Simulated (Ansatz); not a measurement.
# Gallium, alpha-Ga (Cmce): convergence with Gaussian smearing

Computed with Ansatz, PBE, scalar-relativistic PAW, on the relaxed cell (a = 4.622 Å, b = 7.746 Å, c = 4.546 Å; spin not included). Errors count from a run at 420 eV on a Γ-centred 11×11×9 mesh with Fermi-Dirac smearing of 0.1 eV, extrapolated to zero width. Fixed here: cutoff 420 eV, mesh 8×8×7. The SCF starts from atomic densities corrected by a trained network.

```json
{"width (eV)": "0.01", "E(σ→0) error (meV/atom)": "1.2", "F error (meV/atom)": "1.2", "P (GPa)": "0.01", "SCF iterations": "6"}
{"width (eV)": "0.03", "E(σ→0) error (meV/atom)": "1.2", "F error (meV/atom)": "1.1", "P (GPa)": "0.01", "SCF iterations": "6"}
{"width (eV)": "0.1", "E(σ→0) error (meV/atom)": "1.3", "F error (meV/atom)": "0.7", "P (GPa)": "-0.02", "SCF iterations": "7"}
{"width (eV)": "0.2", "E(σ→0) error (meV/atom)": "1.3", "F error (meV/atom)": "-1.2", "P (GPa)": "-0.04", "SCF iterations": "7"}
{"width (eV)": "0.3", "E(σ→0) error (meV/atom)": "1.4", "F error (meV/atom)": "-4.3", "P (GPa)": "-0.03", "SCF iterations": "7"}
{"width (eV)": "0.6", "E(σ→0) error (meV/atom)": "3.3", "F error (meV/atom)": "-22.6", "P (GPa)": "0.18", "SCF iterations": "8"}
{"width (eV)": "1.0", "E(σ→0) error (meV/atom)": "11.9", "F error (meV/atom)": "-73.7", "P (GPa)": "0.86", "SCF iterations": "8"}
```
